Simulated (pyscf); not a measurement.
Structures and frequencies: ωB97X-D3(BJ)/def2-SVP in PySCF. MP2 and CC: frozen core, UHF for open shells. ΔMP2 is the change of the MP2 total energy from the triple- to the quadruple-zeta basis.

Question: PBE/def2-TZVP puts the barrier of `[NH]=[SiH][NH2]` + `[NH3]` → `[NH2][SiH]([NH2])[NH2]` (addition across a multiple bond or ene-type step; singlet surface; H–N broken, H–N, N–Si formed) at -14.4 kcal/mol and the reaction energy at -58.2 kcal/mol, from the separated reactants. What do B3LYP-D3(BJ)/def2-TZVP, PBE0-D3(BJ)/def2-TZVP, CCSD(T)/def2-TZVPP + ΔMP2(QZVPP) give on the same structures?

Answer: B3LYP-D3(BJ): ΔE‡ = -12.2 kcal/mol, ΔE = -61.8 kcal/mol; PBE0-D3(BJ): ΔE‡ = -17.0 kcal/mol, ΔE = -65.2 kcal/mol; CCSD(T): ΔE‡ = -12.3 kcal/mol, ΔE = -63.5 kcal/mol. PBE's barrier lies among them. Its reaction energy lies over all of them, by 3.7 to 7.0 kcal/mol. On the reactant side the descent ends in an adduct with a N–Si contact, 21.0 kcal/mol under the separated species and 6.2 kcal/mol under the saddle at ωB97X-D3(BJ)/def2-TZVP. At PBE, B3LYP-D3(BJ), PBE0-D3(BJ), CCSD(T) the saddle lies under the separated reactants, which points to a path from their complex (located at ωB97X-D3(BJ) alone). What is counted as formed (N–Si) is already present as a longer contact in the reactant adduct; forming that adduct is a step of its own. At ωB97X-D3(BJ)/def2-TZVP the barrier from the zero used here is -14.8 kcal/mol. HN=SiH–NH₂ lies 20.7 kcal/mol over its isomer H₂N–Si:–NH₂ [singlet] (electronic energy, ωB97M-D3(BJ)/def2-TZVP). This is the saddle that the search found; another between the same sides may lie lower. The CCSD(T) − MP2 part came from Ansatz, without density fitting, on the same reference.
